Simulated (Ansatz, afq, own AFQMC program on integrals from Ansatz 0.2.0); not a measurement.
Integrals from Ansatz 0.2.0, then the random walk in our own AFQMC program (afq).

```yaml
crystal:
  periodic: [false, false, false]
  atoms:
    - {symbol: Si, position_ang: [0.000000, -0.098183, 0.730246]}
    - {symbol: B, position_ang: [0.000000, 0.117752, -1.637930]}
    - {symbol: H, position_ang: [0.000000, 1.082748, 1.652115]}
    - {symbol: H, position_ang: [0.000000, 1.229389, -2.083281]}
    - {symbol: H, position_ang: [0.000000, -0.839319, -2.348435]}
basis:
  gaussian: {orbitals: cc-pVDZ}
magnetization: {spin_polarized: true, initial_magnetization: 2}
correlation: {method: ccsd_t, electrons: outside_noble_gas, hamiltonian_folder: ham}
```

```sh
$ ansatz run in.yaml --threads 1 --pin off --events-out ev --progress --plain --max-ram 1382MiB
```

afq runs on the folder ham with

```
--method phaseless --trial cisd --walkers 60 --populations 1 --least-time 40 --time-step 0.005 --steps-per-block 50 --equilibration-blocks 28 --max-blocks 300 --target-error 0.00038 --factor-cut 1e-05 --start spin_pure --seed 8712 --release-times 0.24,0.51,0.99,1.62,2.4 --release-step 0.03 --release-every 4 --taylor-order 6
```

Times are imaginary, in 1/Eh. The walk had a cap of 1573 s.

Log:

```
orbitals 41  electrons 6 4  factors 311 of 446
reference energy -315.24405077 Eh
CCSD correlation -0.18803429 Eh in 13 cycles, weight of the determinant in the CISD state 0.8679
energy of the start -315.431875 Eh
 block  time / (1/Eh)  mean weight  energy / Eh
     1     0.250  0.9982  -315.429513
     2     0.500  0.9971  -315.429707
     3     0.750  1.0021  -315.430731
     4     1.000  0.9991  -315.431466
     5     1.250  0.9994  -315.432122
     9     2.250  1.0012  -315.436574
    33     8.250  1.0003  -315.438081
    57    14.250  1.0012  -315.432589
    65    16.250  1.0001  -315.434069
    97    24.250  1.0004  -315.442817
   105    26.250  0.9981  -315.447772
   129    32.250  1.0004  -315.438267
   161    40.250  0.9984  -315.438283
   193    48.250  1.0024  -315.435146
   225    56.250  1.0004  -315.434911
   257    64.250  1.0022  -315.438766
   289    72.250  1.0000  -315.434781
   321    80.250  0.9993  -315.438893
blocks merged  error / Eh  count
     1  0.000197  300
     2  0.000250  150
     4  0.000321  75
     8  0.000387  37
    16  0.000424  18
    32  0.000429  9
released: time / (1/Eh)  energy / Eh  error  mean overlap
  0.24  -315.439283  0.000287  1.0059
  0.51  -315.439370  0.000279  1.0062
  0.99  -315.439533  0.000428  1.0070
  1.62  -315.439990  0.000429  0.9900
  2.40  -315.440888  0.000546  0.9768
energy -315.438962 +/- 0.000424 Eh
(rows thinned)
```

The run passed its tests (sampling time, drift between the halves within three errors, error under three times the target), which doesn't prove that it has relaxed. The second half of the sampling lies above the first by 2.2 errors of their difference, so the energy may still be moving and its error bar be too small.

Against this walk (error 11.5 meV) on the same determinant: CCSD(T) 30.1 meV higher, CCSDT(Q) 27.1 meV lower. The error is statistical and leaves out the bias of the constraint. The released energies are still falling (meV from the phaseless value at times in 1/Eh: -9 ± 8 at 0.24, -11 ± 8 at 0.51, -16 ± 12 at 0.99, -28 ± 12 at 1.62, -52 ± 15 at 2.40), so they give no level.

Cautions: constraint bias not in the error; error above the target (11.5 against 10.3 meV); lower spins were not checked.

The walk took 17 min on 1 thread of Arm Neoverse N1, on a shared host. The log's last line is the phaseless energy.

CCSDT and higher add their correlation energy to the determinant of the CCSD(T) run, since their own runs factorise the integrals more tightly (a shift of under 2 meV). A walk keeps the symmetry of its determinant, which the program's search chose and which needn't be the lowest solution, so a lower state of the same spin and another symmetry isn't excluded.
